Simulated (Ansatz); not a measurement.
**CS2 (SMILES S=C=S): functionals against CCSD(T) at one geometry**

How do the functionals fare away from a minimum? The structure is a structure displaced at random from a GFN2-xTB minimum.

Method: single points in def2-TZVPP; program: Ansatz 0.2.0, Gaussian basis.

Cores are frozen in the correlated methods. B3LYP uses VWN-RPA correlation.

### Step 1. The starting structure

SMILES `S=C=S`, 3 atoms, charge 0, spin multiplicity 1.

Atoms are counted from 1 here; the program's logs count them from 0.

Bond lengths: S1–C2 1.566 Å, C2–S3 1.530 Å. Angles: S1–C2–S3 178.5°.

Coordinates:

```
S     1.35670   -0.14980    0.75680
C    -0.00280    0.00140   -0.00590
S    -1.34690    0.16800   -0.71820
```

### Step 2. CCSD(T)/def2-TZVPP

run/in.yaml reads:

```yaml
crystal:
  periodic: [false, false, false]
  atoms:
    - {symbol: S, position_ang: [1.356700, -0.149800, 0.756800]}
    - {symbol: C, position_ang: [-0.002800, 0.001400, -0.005900]}
    - {symbol: S, position_ang: [-1.346900, 0.168000, -0.718200]}
basis:
  gaussian: {orbitals: def2-TZVPP}
correlation: {method: ccsd_t}
output: {forces: true}
```

Run with:

```bash
ansatz run in.yaml --threads 4 --pin off --events-out ev --progress --plain --max-ram 5222MiB
```

### Step 3. PBE0-D4/def2-TZVPP

Changes to run/in.yaml since step 2:

```diff
@@ -8,3 +8,3 @@
   gaussian: {orbitals: def2-TZVPP}
-correlation: {method: ccsd_t}
-output: {forces: true}
+hamiltonian: {xc: pbe0, dispersion: d4}
+output: {forces: true, orbitals: {seedname: orbitals}}
```

### Step 4. wB97M-V/def2-TZVPP

Changes to run/in.yaml since step 3:

```diff
@@ -8,3 +8,3 @@
   gaussian: {orbitals: def2-TZVPP}
-hamiltonian: {xc: pbe0, dispersion: d4}
-output: {forces: true, orbitals: {seedname: orbitals}}
+hamiltonian: {xc: {name: wB97M-V}}
+output: {forces: true}
```

### Step 5. r2SCAN-D4/def2-TZVPP

Changes to run/in.yaml since step 4:

```diff
@@ -8,3 +8,3 @@
   gaussian: {orbitals: def2-TZVPP}
-hamiltonian: {xc: {name: wB97M-V}}
+hamiltonian: {xc: r2scan, dispersion: d4}
 output: {forces: true}
```

### Step 6. PBE-D4/def2-TZVPP

Changes to run/in.yaml since step 5:

```diff
@@ -8,3 +8,3 @@
   gaussian: {orbitals: def2-TZVPP}
-hamiltonian: {xc: r2scan, dispersion: d4}
+hamiltonian: {xc: pbe, dispersion: d4}
 output: {forces: true}
```

### Step 7. B97M-V/def2-TZVPP

Changes to run/in.yaml since step 6:

```diff
@@ -8,3 +8,3 @@
   gaussian: {orbitals: def2-TZVPP}
-hamiltonian: {xc: pbe, dispersion: d4}
+hamiltonian: {xc: {name: B97M-V}}
 output: {forces: true}
```

### Step 8. B3LYP-D4/def2-TZVPP

Changes to run/in.yaml since step 7:

```diff
@@ -8,3 +8,3 @@
   gaussian: {orbitals: def2-TZVPP}
-hamiltonian: {xc: {name: B97M-V}}
+hamiltonian: {xc: {name: B3LYP}, dispersion: d4}
 output: {forces: true}
```

(Steps that only read results are left out.)

**Question.** What will these runs give? Wanted: energy less free atoms, CCSD(T)/def2-TZVPP; RMS force component; RMS force error; HOMO and LUMO, PBE0-D4; T1 diagnostic.

As calculated:

| quantity | value |
| --- | --- |
| energy less free atoms, CCSD(T)/def2-TZVPP | -1116.6 kJ/mol |
| RMS force component | 0.678 to 0.796 eV/Å over the methods |
| RMS force error | PBE0-D4 0.303, wB97M-V 0.324, r2SCAN-D4 0.193, PBE-D4 0.035, B97M-V 0.329, B3LYP-D4 0.190 eV/Å |
| HOMO and LUMO, PBE0-D4 | -7.82 and -1.97 eV |
| T1 diagnostic | 0.020 |

Against CCSD(T) the functionals' energies less atoms differ by -152.8 to -54.6 kJ/mol, PBE-D4 by -152.8 kJ/mol. The reference is not at the basis limit: in triple zeta CCSD(T) underbinds, which counts against methods that bind more; the gaps are no ranking. The forces of PBE-D4 come nearest to CCSD(T), those of B97M-V are farthest. Frozen-core CCSD(T) forces in triple zeta carry basis errors of their own, and this is one geometry, so small gaps rank nothing.
